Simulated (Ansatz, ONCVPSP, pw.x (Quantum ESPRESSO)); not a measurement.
pw.x on diamond C: one setting changed

Potential: optimised norm-conserving Vanderbilt (ONCV), ONCVPSP 4.0.1.1 (patched build), LDA (Perdew-Wang 92); core [He], reference 2s1.5 2p2.5; waves: 2s: rc 1.56 bohr, ncon 5, nbas 10, qcut 6.2 1/bohr, 2 projectors, debl 2.7 Ha; 2p: rc 1.85 bohr, ncon 5, nbas 10, qcut 9.3 1/bohr, 3 projectors, debl 0.3 Ha; local part: polynomial inside 0.80 bohr (lpopt 5, dvloc0 0 Ha); core correction: Teter function, fcfact 2, rcfact 1.65.

The reference run (k-mesh 13³, cutoffs 65/260 Ry, Fermi–Dirac 0.01 Ry, mixing_beta 0.4, conv_thr 1e-9, no spin) gives -3.33 GPa at 5.505 Å³/atom, where all-electron LAPW gives 0.26 GPa. This run, with its own iteration cap, changes mixing_beta to 0.9.

```
&control
  calculation='scf', prefix='x', pseudo_dir='./', outdir='./tmp', tstress=.true., disk_io='none'
/
&system
  ibrav=0, nat=2, ntyp=1, ecutwfc=65, ecutrho=260, nbnd=11,
  occupations='smearing', smearing='fd', degauss=0.01
/
&electrons
  conv_thr=1e-09, mixing_beta=0.9, electron_maxstep=50
/
ATOMIC_SPECIES
C 1.0 C.UPF
CELL_PARAMETERS angstrom
  0.00000000 1.76570891 1.76570891
  1.76570891 0.00000000 1.76570891
  1.76570891 1.76570891 0.00000000
ATOMIC_POSITIONS crystal
C 0.0000 0.0000 0.0000
C 0.2500 0.2500 0.2500
K_POINTS automatic
13 13 13 0 0 0
```

```bash
pw.x < C.scf.in > C.scf.out
```

Problem. How does the run end?

Solution. It converges in 5 iterations; the free energy moves by +0.0 meV/atom and the pressure by +0.00 GPa. The result is that of the reference run.

```
Message from routine setup:
     using ibrav=0 with symmetry is DISCOURAGED, use correct ibrav instead
     lattice parameter (alat)  =       4.7188  a.u.
     unit-cell volume          =      74.2992 (a.u.)^3
     number of electrons       =         8.00
     number of Kohn-Sham states=           11
     kinetic-energy cutoff     =      65.0000  Ry
     charge density cutoff     =     260.0000  Ry
     scf convergence threshold =      1.0E-09
     Exchange-correlation= SLA  PW   NOGX NOGC
     number of k points=    84  Fermi-Dirac smearing, width (Ry)=  0.0100
     iteration #  1     ecut=    65.00 Ry     beta= 0.90
     total energy              =     -23.51819543 Ry
     estimated scf accuracy    <       0.13947209 Ry
     iteration #  2     ecut=    65.00 Ry     beta= 0.90
     total energy              =     -23.53484355 Ry
     estimated scf accuracy    <       0.00417675 Ry
     iteration #  3     ecut=    65.00 Ry     beta= 0.90
     total energy              =     -23.53552424 Ry
     estimated scf accuracy    <       0.00001589 Ry
     iteration #  4     ecut=    65.00 Ry     beta= 0.90
     total energy              =     -23.53552639 Ry
     estimated scf accuracy    <       0.00000011 Ry
     iteration #  5     ecut=    65.00 Ry     beta= 0.90
     the Fermi energy is    15.6717 ev
!    total energy              =     -23.53552642 Ry
     estimated scf accuracy    <          5.5E-10 Ry
     smearing contrib. (-TS)   =      -0.00000000 Ry
     The total energy is F=E-TS. E is the sum of the following terms:
     one-electron contribution =       8.43178320 Ry
     hartree contribution      =       1.87730140 Ry
     xc contribution           =      -8.01411767 Ry
     ewald contribution        =     -25.83049334 Ry
     convergence has been achieved in   5 iterations
          total   stress  (Ry/bohr**3)                   (kbar)     P=      -33.32
     Message from routine punch:
     Nothing written, as per user request (disk_io='none')
```

The run took about 9.1 s on one core of a shared host (Neoverse-N1, 64 threads, 124 GiB, load 58).
